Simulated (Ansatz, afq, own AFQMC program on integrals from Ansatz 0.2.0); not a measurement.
Integrals from Ansatz 0.2.0, then the random walk in our own AFQMC program (afq).

```yaml
crystal:
  periodic: [false, false, false]
  atoms:
    - {symbol: O, position_ang: [0.138515, 1.601402, -0.205858]}
    - {symbol: Si, position_ang: [-0.186160, 0.071605, 0.292818]}
    - {symbol: O, position_ang: [1.138171, -0.931464, 0.547033]}
    - {symbol: O, position_ang: [-1.158096, -0.598050, -0.865138]}
    - {symbol: H, position_ang: [0.129394, 1.757776, -1.155231]}
    - {symbol: H, position_ang: [-0.718690, 0.135097, 1.678140]}
    - {symbol: H, position_ang: [-1.237234, -1.556866, -0.860964]}
basis:
  gaussian: {orbitals: def2-TZVP}
magnetization: {spin_polarized: true, initial_magnetization: 1}
correlation: {method: ccsd_t, electrons: outside_noble_gas, hamiltonian_folder: ham}
```

```sh
$ ansatz run in.yaml --threads 1 --pin off --events-out ev --progress --plain --max-ram 24576MiB --backend cuda --devices 0, --max-vram 18GiB
```

Options of the walk:

```
--method phaseless --trial cisd --walkers 400 --populations 10 --least-time 60 --time-step 0.005 --steps-per-block 50 --equilibration-blocks 28 --max-blocks 4000 --target-error 0.0003 --factor-cut 1e-05 --start spin_pure --seed 873 --release-times 0.21,0.42,0.63,0.9 --release-step 0.03 --release-every 5 --taylor-order 6
```

Times are imaginary, in 1/Eh. The walk had a cap of 357 s. With eight or more populations the least sampling time is a fifth of least-time, and the error comes from their spread.

Log:

```
orbitals 140  electrons 13 12  factors 973 of 975
reference energy -515.48661655 Eh
CCSD correlation -0.79731961 Eh in 23 cycles, weight of the determinant in the CISD state 0.8168
energy of the start -516.283449 Eh
 block  time / (1/Eh)  mean weight  energy / Eh
     1     0.250  0.9992  -516.267931
     2     0.500  0.9989  -516.278550
     3     0.750  0.9974  -516.292779
     4     1.000  0.9993  -516.303453
     5     1.250  0.9986  -516.306997
     7     1.750  0.9952  -516.309011
     9     2.250  1.0004  -516.302319
    13     3.250  0.9992  -516.309159
    21     5.250  0.9998  -516.310173
    29     7.250  1.0003  -516.314101
    37     9.250  0.9988  -516.316159
    41    10.250  0.9994  -516.297452
    45    11.250  1.0027  -516.318657
    53    13.250  0.9995  -516.315000
    61    15.250  0.9978  -516.321323
    69    17.250  0.9986  -516.312643
    77    19.250  0.9987  -516.312774
    85    21.250  1.0011  -516.310384
    93    23.250  1.0002  -516.316019
    97    24.250  0.9983  -516.321740
   101    25.250  1.0004  -516.312257
   109    27.250  1.0010  -516.319585
   117    29.250  1.0008  -516.317653
   125    31.250  1.0002  -516.314748
   133    33.250  0.9993  -516.314000
   141    35.250  0.9997  -516.304043
   149    37.250  1.0001  -516.311451
   157    39.250  0.9988  -516.305032
   165    41.250  0.9999  -516.308754
   169    42.250  1.0015  -516.312757
error from the spread of 10 populations
released: time / (1/Eh)  energy / Eh  error  mean overlap
  0.21  -516.312118  0.000420  0.9878
  0.42  -516.312302  0.001262  0.9781
  0.63  -516.313565  0.001596  0.9610
  0.90  -516.311749  0.001394  0.9625
energy -516.311767 +/- 0.000492 Eh
(rows thinned)
```

The run passed its tests (sampling time, drift between the halves within three errors, error under three times the target), which doesn't prove that it has relaxed, ending at its cap on processor time.

Against this walk (error 13.4 meV) on the same determinant: CCSD(T) 46.4 meV higher. The error is statistical and leaves out the bias of the constraint. None of these is a sure reference here. The released energies are too noisy to show the bias of the constraint.

Cautions: constraint bias not in the error; error above the target (13.4 against 8.2 meV).

The walk took 6 min on 1 × NVIDIA H100 80GB HBM3 with 2 threads of AMD EPYC 7R13 Processor (Zen 3) (shared host) (the card was shared). The log's last line is the phaseless energy.
